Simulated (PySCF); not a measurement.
**Shieldings and the share of exact exchange**

Molecule: `C#CCF`, C3H3F.

Structure with atom numbers: `[CH:1]#[C:2][CH2:3][F:4]`; H(Xn) means a hydrogen on atom n.

GIAO shieldings (ppm, equivalent atoms averaged) in PySCF on the PBE0-D3(BJ)/def2-SVP geometry, basis pcSseg-2, gas phase, non-relativistic:

| functional | exact exchange (%) | σ(C2) | σ(C1) | σ(C3) | σ(F4) |
| --- | --- | --- | --- | --- | --- |
| BLYP | 0 | 91.4 | 95.2 | 98.7 | 404.4 |
| BP86 | 0 | 94.9 | 97.0 | 103.4 | 409.8 |
| PBE | 0 | 94.4 | 96.7 | 103.3 | 408.7 |
| B3LYP | 20 | 95.6 | 96.3 | 105.3 | 414.6 |
| PBE0 | 25 | 99.5 | 98.4 | 111.1 | 420.1 |
| BHandHLYP | 50 | 101.7 | 98.5 | 114.0 | 426.1 |
| HF | 100 | 112.6 | 103.7 | 127.3 | 441.1 |

Q: Fit each shielding as a line in the percentage of exact exchange.

A: σ(C2) = 93.4 + 0.19 x (rms 1.4 ppm); σ(C1) = 96.0 + 0.07 x (rms 0.9 ppm); σ(C3) = 101.9 + 0.25 x (rms 1.9 ppm); σ(F4) = 408.4 + 0.34 x (rms 2.1 ppm). The functionals also differ in their semilocal parts, which the line can't hold; Hartree–Fock has no correlation at all.

Q: What does the line predict for mPW1PW91 (25 %), and what does the run give?

A: σ(C2): 98.2 predicted, 99.2 computed; σ(C1): 97.8 predicted, 98.1 computed; σ(C3): 108.2 predicted, 110.5 computed; σ(F4): 416.9 predicted, 419.9 computed ppm.
